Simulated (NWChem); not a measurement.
# Correlation energy of HO

```xyz
2

O      0.0000     0.0000     0.1085
H      0.0000     0.0000    -0.8679
```
Charge 0, spin multiplicity 2.

All runs are NWChem calculations. Structure: optimised with UPBE0/def2-SVP, a minimum by its harmonic frequencies.

Basis set: cc-pVDZ. Each correlation energy counts from its own Hartree-Fock reference.

```json
[
 {"method": "URI-MP2", "correlation energy (mHa)": "-149.2"},
 {"method": "UMP2", "correlation energy (mHa)": "-149.2"},
 {"method": "SCS-UMP2", "correlation energy (mHa)": "-147.7"},
 {"method": "CCSD on UHF", "correlation energy (mHa)": "-164.0"},
 {"method": "CCSD[T] on UHF", "correlation energy (mHa)": "-165.8"},
 {"method": "CCSD(T) on UHF", "correlation energy (mHa)": "-165.7"},
 {"method": "CCSD on ROHF", "correlation energy (mHa)": "-167.7"},
 {"method": "CCSD[T] on ROHF", "correlation energy (mHa)": "-169.6"},
 {"method": "CCSD(T) on ROHF", "correlation energy (mHa)": "-169.6"},
 {"method": "CCSDT on ROHF", "correlation energy (mHa)": "-169.7"}
]
```

The values span 22.0 mHa, from CCSDT on ROHF (lowest) to SCS-UMP2 (highest). 

The correlated methods keep 1 core orbital frozen. The structure started from a generated list of species. The unpaired electrons of the parent sit in orbitals of symmetry b2 (C2v labels of the run); other states weren't searched. The stability of the SCF solutions was not checked. Open-shell Hartree-Fock references start from PBE0 orbitals. No row is a measurement; the coupled-cluster row has its own basis-set and correlation limits.
